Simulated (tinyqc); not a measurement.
Inside a calculation. Method: CID on RHF in the sto-3g basis, for HF, spin multiplicity 1. Computed by tinyqc, a small Python program that keeps every step (integrals from PySCF). Settings: charge = 0, multiplicity = 1, basis = sto-3g, method = RHF, energy threshold = 1e-10, iteration cap = 64, orthogonalisation = canonical, start = core, DIIS depth = 6, ci = CID, davidson = 1. Command: `OMP_NUM_THREADS=1 python tinyqc.py 22476 22477 out.jsonl` (the two numbers bound the seeds that draw the settings). One thread of a shared host (Intel(R) Xeon(R) Processor @ 2.60GHz), about 0.1 s of CPU time with the checks. The early iterations of the SCF are left out here.

## One-electron integrals

Geometry (angstrom):

| atom | x | y | z |
|---|---|---|---|
| F | 0.000000 | 0.000000 | 0.000000 |
| H | 0.000000 | 0.000000 | 1.118000 |

Basis sto-3g: exponents (1/bohr^2) and contraction coefficients of normalised primitives:

| element | l (shell) | exponent | coefficient |
|---|---|---|---|
| F | s (1) | 166.679130 | 0.154329 |
| F | s (1) | 30.360812 | 0.535328 |
| F | s (1) | 8.216821 | 0.444635 |
| F | s (2) | 6.464803 | -0.099967 |
| F | s (2) | 1.502281 | 0.399513 |
| F | s (2) | 0.488588 | 0.700115 |
| F | p (3) | 6.464803 | 0.155916 |
| F | p (3) | 1.502281 | 0.607684 |
| F | p (3) | 0.488588 | 0.391957 |
| H | s (1) | 3.425251 | 0.154329 |
| H | s (1) | 0.623914 | 0.535328 |
| H | s (1) | 0.168855 | 0.444635 |

Overlap, kinetic and nuclear-attraction integrals over the contracted functions; the nuclear repulsion is the sum of Za Zb / Rab.

nuclear repulsion = 4.25992388 hartree

overlap S:
```
           1F 1s     1F 2s    1F 2px    1F 2py    1F 2pz     2H 1s
1F 1s   1.000000  0.237990  0.000000  0.000000  0.000000  0.030574
1F 2s   0.237990  1.000000  0.000000  0.000000  0.000000  0.326057
1F 2px  0.000000  0.000000  1.000000  0.000000  0.000000  0.000000
1F 2py  0.000000  0.000000  0.000000  1.000000  0.000000  0.000000
1F 2pz  0.000000  0.000000  0.000000  0.000000  1.000000  0.276041
2H 1s   0.030574  0.326057  0.000000  0.000000  0.276041  1.000000
```

kinetic energy T (hartree):
```
            1F 1s      1F 2s    1F 2px    1F 2py    1F 2pz      2H 1s
1F 1s   36.984577  -0.212858  0.000000  0.000000  0.000000  -0.007574
1F 2s   -0.212858   1.037995  0.000000  0.000000  0.000000   0.045435
1F 2px   0.000000   0.000000  3.248015  0.000000  0.000000   0.000000
1F 2py   0.000000   0.000000  0.000000  3.248015  0.000000   0.000000
1F 2pz   0.000000   0.000000  0.000000  0.000000  3.248015   0.141853
2H 1s   -0.007574   0.045435  0.000000  0.000000  0.141853   0.760032
```

nuclear attraction V (hartree):
```
             1F 1s       1F 2s      1F 2px      1F 2py      1F 2pz      2H 1s
1F 1s   -77.482905   -9.289455    0.000000    0.000000   -0.010130  -1.223611
1F 2s    -9.289455  -12.013787    0.000000    0.000000   -0.125258  -2.870520
1F 2px    0.000000    0.000000  -11.897651    0.000000    0.000000   0.000000
1F 2py    0.000000    0.000000    0.000000  -11.897651    0.000000   0.000000
1F 2pz   -0.010130   -0.125258    0.000000    0.000000  -11.968131  -2.112777
2H 1s    -1.223611   -2.870520    0.000000    0.000000   -2.112777  -5.404287
```

core Hamiltonian H = T + V (hartree):
```
             1F 1s       1F 2s     1F 2px     1F 2py     1F 2pz      2H 1s
1F 1s   -40.498328   -9.502313   0.000000   0.000000  -0.010130  -1.231185
1F 2s    -9.502313  -10.975791   0.000000   0.000000  -0.125258  -2.825085
1F 2px    0.000000    0.000000  -8.649636   0.000000   0.000000   0.000000
1F 2py    0.000000    0.000000   0.000000  -8.649636   0.000000   0.000000
1F 2pz   -0.010130   -0.125258   0.000000   0.000000  -8.720116  -1.970924
2H 1s    -1.231185   -2.825085   0.000000   0.000000  -1.970924  -4.644255
```

## Two-electron integrals

Functions are numbered as in S; the eight-fold symmetry (ij|kl) = (ji|kl) = (kl|ij) leaves the list below.

Two-electron integrals (ij|kl) in chemists' order, unique and non-zero (hartree):
```
(11|11) 5.403501   (21|11) 0.841920   (21|21) 0.156299   (22|11) 1.268028
(22|21) 0.292344   (22|22) 0.926167   (31|31) 0.027998   (32|31) 0.043169
(32|32) 0.204588   (33|11) 1.264502   (33|21) 0.292403   (33|22) 0.925959
(33|33) 0.997514   (41|41) 0.027998   (42|41) 0.043169   (42|42) 0.204588
(43|43) 0.053770   (44|11) 1.264502   (44|21) 0.292403   (44|22) 0.925959
(44|33) 0.889973   (44|44) 0.997514   (51|51) 0.027998   (52|51) 0.043169
(52|52) 0.204588   (53|53) 0.053770   (54|54) 0.053770   (55|11) 1.264502
(55|21) 0.292403   (55|22) 0.925959   (55|33) 0.889973   (55|44) 0.889973
(55|55) 0.997514   (61|11) 0.109546   (61|21) 0.020175   (61|22) 0.037533
(61|33) 0.037475   (61|44) 0.037475   (61|51) 0.000822   (61|52) 0.001547
(61|55) 0.037655   (61|61) 0.002631   (62|11) 0.290447   (62|21) 0.067918
(62|22) 0.241609   (62|33) 0.238001   (62|44) 0.238001   (62|51) 0.004631
(62|52) 0.036835   (62|55) 0.248587   (62|61) 0.008904   (62|62) 0.078999
(63|31) 0.006951   (63|32) 0.041791   (63|53) 0.007662   (63|63) 0.011459
(64|41) 0.006951   (64|42) 0.041791   (64|54) 0.007662   (64|64) 0.011459
(65|11) 0.203122   (65|21) 0.048089   (65|22) 0.183119   (65|33) 0.175405
(65|44) 0.175405   (65|51) 0.009811   (65|52) 0.068121   (65|55) 0.198336
(65|61) 0.006556   (65|62) 0.073514   (65|65) 0.079385   (66|11) 0.463919
(66|21) 0.110245   (66|22) 0.453168   (66|33) 0.438323   (66|44) 0.438323
(66|51) 0.008972   (66|52) 0.101618   (66|55) 0.482384   (66|61) 0.014528
(66|62) 0.194431   (66|65) 0.210597   (66|66) 0.774606
```

## Orthogonalisation

S = U s U^T; canonical form X = U s^(-1/2), so that X^T S X = 1. Each column of U has its largest component positive (the first on a tie).

eigenvalues of S: 0.542764  0.847559  1.000000  1.000000  1.128748  1.480929

X:
```
                1          2         3          4          5         6
1F 1s    0.365371   0.726451  0.000000   0.000000  -0.571106  0.275135
1F 2s   -0.814427  -0.422580  0.000000   0.000000  -0.345009  0.489110
1F 2px   0.000000   0.000000  0.046405   0.998923   0.000000  0.000000
1F 2py   0.000000   0.000000  0.998923  -0.046405   0.000000  0.000000
1F 2pz  -0.528495   0.602400  0.000000   0.000000   0.601661  0.298816
2H 1s    0.875401  -0.332670  0.000000   0.000000   0.280620  0.520608
```

Within a degenerate level the vectors are fixed only up to a rotation; this is one choice.

## Iteration 7 (converged): orbitals

converged F (hartree):
```
             1F 1s      1F 2s     1F 2px     1F 2py     1F 2pz      2H 1s
1F 1s   -25.908460  -6.624350   0.000000   0.000000  -0.018142  -0.867342
1F 2s    -6.624350  -3.023879   0.000000   0.000000  -0.043626  -0.803213
1F 2px    0.000000   0.000000  -0.462138   0.000000   0.000000   0.000000
1F 2py    0.000000   0.000000   0.000000  -0.462138   0.000000   0.000000
1F 2pz   -0.018142  -0.043626   0.000000   0.000000  -0.258086  -0.483008
2H 1s    -0.867342  -0.803213   0.000000   0.000000  -0.483008  -0.375619
```

Diagonalise F' = X^T F X, C = X C', fill 5 alpha and 5 beta electrons from the bottom; D = 2 C_occ C_occ^T. Each column has its largest component positive (the first on a tie).

F' = X^T F X (hartree):
```
           1          2          3          4           5          6
1  -0.875084  -3.475478   0.000000   0.000000    2.892270  -1.577947
2  -3.475478  -9.887454   0.000000   0.000000   10.006097  -6.177317
3   0.000000   0.000000  -0.462138   0.000000    0.000000   0.000000
4   0.000000   0.000000   0.000000  -0.462138    0.000000   0.000000
5   2.892270  10.006097   0.000000   0.000000  -11.242768   6.984146
6  -1.577947  -6.177317   0.000000   0.000000    6.984146  -5.415945
```

orbital energies (hartree): MO1 -25.917883, MO2 -1.427400, MO3 -0.522768, MO4 -0.462138, MO5 -0.462138, MO6 0.446801

coefficients C:
```
              MO1        MO2        MO3       MO4        MO5        MO6
1F 1s    0.994901  -0.255774   0.061393  0.000000   0.000000   0.063798
1F 2s    0.021116   0.980724  -0.316997  0.000000   0.000000  -0.370638
1F 2px   0.000000   0.000000   0.000000  0.083582   0.996501   0.000000
1F 2py   0.000000   0.000000   0.000000  0.996501  -0.083582   0.000000
1F 2pz   0.001743   0.041616   0.687668  0.000000   0.000000  -0.786674
2H 1s   -0.003859   0.118191   0.574925  0.000000   0.000000   0.939284
```

D after iteration 7:
```
            1F 1s      1F 2s    1F 2px    1F 2py     1F 2pz      2H 1s
1F 1s    2.118036  -0.498594  0.000000  0.000000   0.066616   0.002454
1F 2s   -0.498594   2.125506  0.000000  0.000000  -0.354276  -0.132837
1F 2px   0.000000   0.000000  2.000000  0.000000   0.000000   0.000000
1F 2py   0.000000   0.000000  0.000000  2.000000   0.000000   0.000000
1F 2pz   0.066616  -0.354276  0.000000  0.000000   0.949244   0.800539
2H 1s    0.002454  -0.132837  0.000000  0.000000   0.800539   0.689046
```

Within a degenerate level the vectors are fixed only up to a rotation; this is one choice.

## Convergence

Stop when the energy changes by less than 1e-10 hartree and every element of the error matrix X^T (F D S - S D F) X is below 3e-06.

Course of the cycle:

| iteration | E (hartree) | change | largest element of the error matrix |
|---|---|---|---|
| 1 | -97.87416070 | - | 5.81e-01 |
| 2 | -98.54274239 | -6.69e-01 | 9.00e-02 |
| 3 | -98.54744720 | -4.70e-03 | 1.50e-02 |
| 4 | -98.54754431 | -9.71e-05 | 9.94e-04 |
| 5 | -98.54754479 | -4.80e-07 | 1.70e-05 |
| 6 | -98.54754479 | -1.38e-10 | 7.85e-08 |
| 7 | -98.54754479 | -1.42e-14 | 4.00e-08 |

PySCF RHF in the same basis = -98.54754479 hartree

Converged in 7 iterations.

## Integrals over molecular orbitals

(pq|rs) = sum C_ip C_jq C_kr C_ls (ij|kl), one index at a time.

one-electron integrals over orbitals h = C^T H C (hartree):
```
            1          2          3          4          5          6
1  -40.480739   0.716297  -0.162925   0.000000   0.000000  -0.174109
2    0.716297  -9.128822   0.537092   0.000000   0.000000   0.935584
3   -0.162925   0.537092  -7.106307   0.000000   0.000000   2.115662
4    0.000000   0.000000   0.000000  -8.649636   0.000000   0.000000
5    0.000000   0.000000   0.000000   0.000000  -8.649636   0.000000
6   -0.174109   0.935584   2.115662   0.000000   0.000000  -6.057031
```

Two-electron integrals over orbitals (pq|rs), unique and non-zero (hartree):
```
(11|11) 5.363815    (21|11) -0.516273   (21|21) 0.078396    (22|11) 1.221339
(22|21) -0.021822   (22|22) 0.864686    (31|11) 0.123129    (31|21) -0.017773
(31|22) 0.008790    (31|31) 0.019183    (32|11) -0.133190   (32|21) 0.006371
(32|22) -0.040112   (32|31) 0.020707    (32|32) 0.145349    (33|11) 0.928490
(33|21) -0.009244   (33|22) 0.717581    (33|31) -0.003171   (33|32) -0.025304
(33|33) 0.707913    (41|41) 0.029558    (42|41) 0.039769    (42|42) 0.186547
(43|41) -0.008659   (43|42) -0.033794   (43|43) 0.039515    (44|11) 1.264019
(44|21) -0.014867   (44|22) 0.888934    (44|31) 0.003610    (44|32) -0.072665
(44|33) 0.706761    (44|44) 0.997514    (51|51) 0.029558    (52|51) 0.039769
(52|52) 0.186547    (53|51) -0.008659   (53|52) -0.033794   (53|53) 0.039515
(54|54) 0.053770    (55|11) 1.264019    (55|21) -0.014867   (55|22) 0.888934
(55|31) 0.003610    (55|32) -0.072665   (55|33) 0.706761    (55|44) 0.889973
(55|55) 0.997514    (61|11) 0.128941    (61|21) -0.020737   (61|22) 0.002128
(61|31) -0.011064   (61|32) -0.024056   (61|33) 0.007928    (61|44) 0.003667
(61|55) 0.003667    (61|61) 0.021904    (62|11) -0.187974   (62|21) 0.004646
(62|22) -0.102893   (62|31) -0.020027   (62|32) -0.066383   (62|33) -0.026200
(62|44) -0.101033   (62|55) -0.101033   (62|61) 0.017937    (62|62) 0.092650
(63|11) -0.398052   (63|21) 0.006765    (63|22) -0.210921   (63|31) 0.001729
(63|32) 0.088712    (63|33) -0.104201   (63|44) -0.227649   (63|55) -0.227649
(63|61) -0.005533   (63|62) 0.044965    (63|63) 0.211474    (64|41) -0.008381
(64|42) -0.033882   (64|43) -0.019818   (64|64) 0.029975    (65|51) -0.008381
(65|52) -0.033882   (65|53) -0.019818   (65|65) 0.029975    (66|11) 0.858650
(66|21) -0.009088   (66|22) 0.655352    (66|31) 0.012282    (66|32) 0.055384
(66|33) 0.659785    (66|44) 0.635559    (66|55) 0.635559    (66|61) -0.008307
(66|62) -0.059470   (66|63) -0.021639   (66|66) 0.692255
```

## CID: determinants and Hamiltonian

Hartree-Fock energy = -98.54754479 hartree

Slater-Condon rules over spin orbitals, with the nuclear repulsion added and E(HF) subtracted on the diagonal. Only determinants linked to the reference directly or through others are kept (one block of an abelian symmetry group), so some states are absent.

Occupation strings over the orbitals (2 doubly, a alpha, b beta, 0 empty; spin orbitals ordered 1a 1b 2a 2b ...): 222220 222202 222022 220222 2ab222 a2b222 2ba222 202222 ab2222 b2a222 ba2222 022222

H - E(HF) between determinants (hartree):
```
           222220     222202     222022     220222     2ab222     a2b222     2ba222     202222
222220   0.000000   0.029975   0.029975   0.211474  -0.044965   0.005533   0.044965   0.092650
222202   0.029975   1.025362   0.053770   0.039515   0.033794   0.008659  -0.033794   0.186547
222022   0.029975   0.053770   1.025362   0.039515   0.033794   0.008659  -0.033794   0.186547
220222   0.211474   0.039515   0.039515   1.123112   0.091107   0.033267  -0.091107   0.145349
2ab222  -0.044965   0.033794   0.033794   0.091107   1.927456   0.026870  -0.145349   0.105915
a2b222   0.005533   0.008659   0.008659   0.033267   0.026870  26.151504  -0.020707  -0.006371
2ba222   0.044965  -0.033794  -0.033794  -0.091107  -0.145349  -0.020707   1.927456  -0.105915
202222   0.092650   0.186547   0.186547   0.145349   0.105915  -0.006371  -0.105915   2.869236
ab2222  -0.017937  -0.039769  -0.039769  -0.020707   0.006371  -0.198992   0.021306  -0.014292
b2a222  -0.005533  -0.008659  -0.008659  -0.033267  -0.020707  -0.019183   0.026870   0.006371
ba2222   0.017937   0.039769   0.039769   0.020707   0.021306   0.017773   0.006371   0.014292
022222   0.021904   0.029558   0.029558   0.019183   0.017773  -0.093033  -0.017773   0.078396

           ab2222     b2a222     ba2222     022222
222220  -0.017937  -0.005533   0.017937   0.021904
222202  -0.039769  -0.008659   0.039769   0.029558
222022  -0.039769  -0.008659   0.039769   0.029558
220222  -0.020707  -0.033267   0.020707   0.019183
2ab222   0.006371  -0.020707   0.021306   0.017773
a2b222  -0.198992  -0.019183   0.017773  -0.093033
2ba222   0.021306   0.026870   0.006371  -0.017773
202222  -0.014292   0.006371   0.014292   0.078396
ab2222  27.239029   0.017773  -0.078396   0.480159
b2a222   0.017773  26.151504  -0.198992   0.093033
ba2222  -0.078396  -0.198992  27.239029  -0.480159
022222   0.480159   0.093033  -0.480159  55.394645
```

## CID: roots

Diagonalise (each vector has its largest component positive (the first on a tie)); all determinants have Ms = 0, so triplets appear too. The lowest singlet root is the correlation energy.

lowest roots of this matrix, relative to E(HF) (hartree): -0.044443  0.971592  1.028381  1.145580  1.782074  2.057974  2.956084  26.101325

lowest vectors:
```
           root 1     root 2     root 3     root 4
222220   0.982401   0.000000  -0.032625   0.178180
222202  -0.018017   0.707107   0.668954   0.203328
222022  -0.018017  -0.707107   0.668954   0.203328
220222  -0.178651   0.000000  -0.303180   0.925735
2ab222   0.030244   0.000000  -0.007146  -0.083179
a2b222  -0.000026   0.000000  -0.000054  -0.001273
2ba222  -0.030244   0.000000   0.007146   0.083179
202222  -0.022206   0.000000  -0.109131  -0.121398
ab2222   0.000466   0.000000   0.001708   0.001356
b2a222   0.000026   0.000000   0.000054   0.001273
ba2222  -0.000466   0.000000  -0.001708  -0.001356
022222  -0.000303   0.000000  -0.000476  -0.000419
```

<S^2> of these roots: 0.000000  0.000000  0.000000  0.000000  2.000000  0.000000  0.000000  2.000000

weight of the ground state by excitation level 0, 1, 2, ...: 0.965112  0.000000  0.034888

## The lowest root by the Davidson method

Start from the reference; add the residual divided by (theta - H_ii), orthogonalised, at each step.

Davidson iterations:

| iteration | subspace | lowest Ritz value (hartree) | residual norm |
|---|---|---|---|
| 1 | 1 | 0 | 2.46e-01 |
| 2 | 2 | -0.04367437 | 4.29e-02 |
| 3 | 3 | -0.04444270 | 9.85e-04 |
| 4 | 4 | -0.04444300 | 6.18e-05 |
| 5 | 5 | -0.04444300 | 4.32e-06 |
| 6 | 6 | -0.04444300 | 4.26e-08 |
